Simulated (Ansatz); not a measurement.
# AlNH3 (SMILES [NH2][AlH]): levels of theory compared

Wanted: a comparison of 6 runs (U-r2SCAN/STO-3G, UBHLYP/STO-3G, UCAM-B3LYP/STO-3G, UHSE06/STO-3G, RPA@PBE/STO-3G, UCCSD(T)/STO-3G) of AlNH3. 

The calculation is run with Ansatz 0.2.0.

52 further runs of the same task are left out: 52 set aside as unsound or not needed.

## (1) The structure to begin with

AlNH3 has 5 atoms, charge 0, and is taken as a doublet. As SMILES, `[NH2][AlH]`. The H4–N1 distance was set to 1.261 Å, away from the relaxed value.

Bond lengths: N1–Al2 1.774 Å, N1–H3 1.007 Å, Al2–H5 1.604 Å. Angles: N1–Al2–H5 115.7°, Al2–N1–H3 125.4°. A long bond or contact: N1–H4 1.261 Å.

## (2) The energy at U-r2SCAN/STO-3G (run 1)

Input file in.yaml:

```yaml
crystal:
  periodic: [false, false, false]
  atoms:
    - {symbol: "N", position_ang: [0.106816, -0.630301, 0.288220]}
    - {symbol: Al, position_ang: [1.060016, 0.864399, 0.233920]}
    - {symbol: H, position_ang: [0.371916, -1.474801, 0.768620]}
    - {symbol: H, position_ang: [-1.010300, -0.782800, -0.277400]}
    - {symbol: H, position_ang: [0.415216, 2.071899, -0.602280]}
basis:
  gaussian:
    orbitals: STO-3G
magnetization:
  spin_polarized: true
  initial_magnetization: 1
hamiltonian:
  xc: r2scan
accuracy: high
```

Run with:

```sh
$ ansatz run in.yaml --threads 1 --pin off --max-ram 2610MiB --events-out events.jsonl --progress --plain --runs-dir runs
```

What it wrote:

```text
Warning: RAYON_NUM_THREADS=1 ignored (pool sized by the plan → 1); use --threads N
Functional definition: r2SCAN
  name "r2SCAN"
  parameter k0 = 0.174
  parameter k1 = 0.065
  parameter a1 = 4.9479
  exchange = r2scan_x(k0 = k0, k1 = k1, a1 = a1)
  correlation = r2scan_c
288 factors; integrals over basis functions are off by at most 1.4e-8 eV
mean field evaluation 1: about -8029.5484 eV, gradient 1.9e1 eV
mean field evaluation 2: about -8003.8595 eV, gradient 5.8e1 eV
mean field evaluation 4: about -8032.1310 eV, gradient 1.6e0 eV
mean field evaluation 8: about -8032.1061 eV, gradient 2.6e-2 eV
mean field evaluation 16: about -8032.1061 eV, gradient 7.3e-6 eV
mean field -8032.10608758 eV, -295.1744543615 hartree, gradient 7.1e-8 eV, S^2 0.755122; 0 other end points of the search recorded, 0 dependent functions left out
reference -8032.10608851 eV, -295.1744543957 hartree; 12, 11 occupied and 5, 6 virtual orbitals, 288 factors
Total energy: -8032.10608851 eV, -295.1744543957 hartree
```

It took 3.9 s on 1 thread of Intel Xeon Platinum 8259CL at 2.50GHz (Skylake/Cascade Lake), shared host; peak memory 0.23 GiB.

## (3) A single-point energy at UBHLYP/STO-3G (run 2)

Input file input.yaml:

```yaml
crystal:
  periodic: [false, false, false]
  atoms:
    - {symbol: N, position_ang: [0.106816, -0.630301, 0.288220]}
    - {symbol: Al, position_ang: [1.060016, 0.864399, 0.233920]}
    - {symbol: H, position_ang: [0.371916, -1.474801, 0.768620]}
    - {symbol: H, position_ang: [-1.010300, -0.782800, -0.277400]}
    - {symbol: H, position_ang: [0.415216, 2.071899, -0.602280]}
basis:
  gaussian:
    orbitals: STO-3G
magnetization:
  spin_polarized: true
  initial_magnetization: 1
hamiltonian:
  xc: {name: BHLYP}
accuracy: high
```

Run with:

```sh
$ ansatz run input.yaml --threads 1 --pin off --max-ram 2610MiB --events-out events.jsonl --progress --plain --runs-dir runs
```

What it wrote:

```text
Warning: RAYON_NUM_THREADS=1 ignored (pool sized by the plan → 1); use --threads N
Functional definition: BHLYP
  name "BHLYP"
  parameter a = 0.5
  exchange = (1 - a)*b88_x + a*exact_x
  correlation = lyp_c
288 factors; integrals over basis functions are off by at most 1.4e-8 eV
mean field evaluation 1: about -8030.6096 eV, gradient 1.7e1 eV
mean field evaluation 2: about -8031.0700 eV, gradient 1.7e1 eV
mean field evaluation 4: about -8032.7439 eV, gradient 3.5e-1 eV
mean field evaluation 8: about -8032.7325 eV, gradient 1.8e-2 eV
mean field evaluation 16: about -8032.7325 eV, gradient 6.2e-6 eV
mean field -8032.73249221 eV, -295.1974743072 hartree, gradient 4.4e-8 eV, S^2 0.754660; 0 other end points of the search recorded, 0 dependent functions left out
reference -8032.73251113 eV, -295.1974750022 hartree; 12, 11 occupied and 5, 6 virtual orbitals, 288 factors
Total energy: -8032.73251113 eV, -295.1974750022 hartree
```

Run time: 1.8 s. Hardware: 1 thread of Intel Xeon Platinum 8259CL at 2.50GHz (Skylake/Cascade Lake), shared host; peak memory 0.14 GiB.

Runs 3 to 5 aren't shown in full; the table further down has their settings and results.

## (4) The energy at UCCSD(T)/STO-3G (run 6)

Input file molecule.yaml:

```yaml
crystal:
  periodic: [false, false, false]
  atoms:
    - {symbol: N, position_ang: [0.106816, -0.630301, 0.288220]}
    - {symbol: Al, position_ang: [1.060016, 0.864399, 0.233920]}
    - {symbol: H, position_ang: [0.371916, -1.474801, 0.768620]}
    - {symbol: H, position_ang: [-1.010300, -0.782800, -0.277400]}
    - {symbol: H, position_ang: [0.415216, 2.071899, -0.602280]}
basis:
  gaussian:
    orbitals: STO-3G
magnetization:
  spin_polarized: true
  initial_magnetization: 1
correlation:
  method: ccsd_t
  frozen_orbitals: {Al: 5, H: 0, "N": 1}
accuracy: high
scf:
  omitted_lower_state_checks: [cluster_reference, increment]
```

Run with:

```sh
$ ansatz run molecule.yaml --threads 1 --pin off --max-ram 2610MiB --events-out events.jsonl --progress --plain --runs-dir runs
```

What it wrote:

```text
Warning: RAYON_NUM_THREADS=1 ignored (pool sized by the plan → 1); use --threads N
[... 11 lines left out ...]
6 core orbitals not correlated: weight in the atoms' cores, before any rotation towards them, 1.000 or more for the frozen orbitals, at most 0.000 for the correlated occupied ones
[... 26 lines left out ...]
Total energy: -8013.93771625 eV, -294.5067790301 hartree
Checks for a lower state left out: cluster_reference, increment
```

Wall time 0.45 s (1 thread of Intel Xeon Platinum 8259CL at 2.50GHz (Skylake/Cascade Lake), shared host).

## (5) The series

```csv
run,level,frozen core orbitals,energy (Eh),⟨S²⟩,wall time
1,U-r2SCAN/STO-3G,–,-295.174454,0.755,3.9 s
2,UBHLYP/STO-3G,–,-295.197475,0.755,1.8 s
3,UCAM-B3LYP/STO-3G,–,-295.174548,0.754,2.2 s
4,UHSE06/STO-3G,–,-295.044726,0.754,2.1 s
5,RPA@PBE/STO-3G,6,-294.562238,0.753,2.1 s
6,UCCSD(T)/STO-3G,6,-294.506779,0.758,0.45 s
```

## (6) Summary of results

| quantity | value |
| --- | --- |
| run 6: total energy | -294.50678 Eh |
| run 6: correlation energy (6 core orbitals frozen) | -104.4 mEh |
| run 6: (T) correction | -2.19 mEh |
| run 6: ⟨S²⟩ of the reference determinant | 0.758 |
| run 6: T1 diagnostic | 0.021 |

What this shows: Totals of different functionals can't be ranked against each other. In runs 1, 2, 3, 4, 5, 6 the basis is minimal, so the values are rough. All runs together took 13 s, the longest 3.9 s.
